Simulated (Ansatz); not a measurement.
Results of PBE (PAW; Ansatz, a program for electronic structure) for fluorite CdF2.

Numerical settings: plane-wave cutoff 520 eV, 8×8×8 k mesh, perturbation theory, scalar-relativistic PAW data made under PBE.

Computed at the level's own relaxed cell.

```
CdF2
1.0
    0.00000     2.74073     2.74073
    2.74073     0.00000     2.74073
    2.74073     2.74073     0.00000
Cd F
1 2
Direct
  0.00000   0.00000   0.00000
  0.25000   0.25000   0.25000
  0.75000   0.75000   0.75000
```

Harmonic phonon frequencies (cm⁻¹; i marks an imaginary mode; at Γ without the LO shift):

| q point | frequencies |
|---|---|
| Γ | 0 0 0 193 193 193 285 285 285 |
| X | 61 98 98 112 112 182 327 327 378 |
| U | 79 94 126 152 159 180 311 320 369 |

No imaginary mode appears at these points.
